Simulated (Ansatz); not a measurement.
# C3H3FO: basis-set convergence

Aim: see how fast density functionals converge with the basis set for C3H3FO.

The runs use Ansatz 0.2.0, Gaussian basis; one geometry, several basis sets.

The runs, in order: PBE0-D4/def2-SVP; ωB97M-V/def2-SVP; PBE0-D4/def2-QZVPP; ωB97M-V/def2-QZVPP; the functionals' def2-TZVPP values are taken from earlier runs.

### Step 1. The relaxed structure

The geometry comes from an earlier relaxation with PBE0-D4 in a triple-zeta def2 set; it is a stationary point, not always the lowest conformer.

SMILES `FC1C=CO1`, 8 atoms, charge 0, spin multiplicity 1.

Atoms are counted from 1 here; the program's logs count them from 0.

Bond lengths: F1–C2 1.345 Å, C2–C3 1.501 Å, C2–O5 1.454 Å, C2–H6 1.093 Å, C3–C4 1.331 Å, C3–H7 1.075 Å, C4–O5 1.381 Å, C4–H8 1.082 Å. Angles: F1–C2–C3 119.0°, F1–C2–O5 111.4°, F1–C2–H6 108.9°, C3–C2–O5 88.9°, C3–C2–H6 117.4°, O5–C2–H6 109.3°, C2–C3–C4 85.6°, C2–C3–H7 136.1°, C4–C3–H7 138.0°, C3–C4–O5 99.5°, C3–C4–H8 139.7°, O5–C4–H8 120.7°, C2–O5–C4 85.7°.

Geometry (Å):

```
F    -1.09864    1.25032    1.08461
C    -0.23798    0.81210    0.14891
C     0.62867   -0.37466    0.45652
C    -0.00938   -0.97188   -0.54705
O    -0.91495    0.02053   -0.86507
H     0.23909    1.67381   -0.32439
H     1.45278   -0.58144    1.11521
H     0.03260   -1.88597   -1.12443
```

### Step 2. PBE0-D4 in def2-SVP

in.yaml

```yaml
crystal:
  periodic: [false, false, false]
  atoms:
    - {symbol: F, position_ang: [-1.098635, 1.250323, 1.084610]}
    - {symbol: C, position_ang: [-0.237976, 0.812095, 0.148909]}
    - {symbol: C, position_ang: [0.628668, -0.374662, 0.456520]}
    - {symbol: C, position_ang: [-0.009378, -0.971883, -0.547053]}
    - {symbol: O, position_ang: [-0.914947, 0.020527, -0.865070]}
    - {symbol: H, position_ang: [0.239090, 1.673807, -0.324395]}
    - {symbol: H, position_ang: [1.452777, -0.581436, 1.115212]}
    - {symbol: H, position_ang: [0.032600, -1.885970, -1.124433]}
basis:
  gaussian: {orbitals: def2-SVP}
hamiltonian: {xc: pbe0, dispersion: d4}
output: {orbitals: {seedname: orbitals}}
```

The run is started by

```bash
$ ansatz run in.yaml --threads 2 --pin off --events-out ev --progress --plain --max-ram 4352MiB
```

After this run come: ωB97M-V in def2-SVP; PBE0-D4 in def2-QZVPP; ωB97M-V in def2-QZVPP.

**Question.** What will the summary of the whole plan be? Wanted: PBE0-D4: double and triple zeta above quadruple; ωB97M-V: double and triple zeta above quadruple.

**Answer**, as computed:

| quantity | value |
| --- | --- |
| PBE0-D4: double and triple zeta above quadruple | 9.66, 0.42 eV |
| ωB97M-V: double and triple zeta above quadruple | 9.91, 0.40 eV |

What this shows: For PBE0-D4 the step from double to triple zeta gains 9.24 eV and the next only 0.42 eV. These are total energies; as a rule much of such shifts cancels in differences, which this series doesn't test. The LUMO of ωB97M-V is positive and keeps falling with the basis (2.22 to 1.69 eV): an unbound level that the basis holds in place.
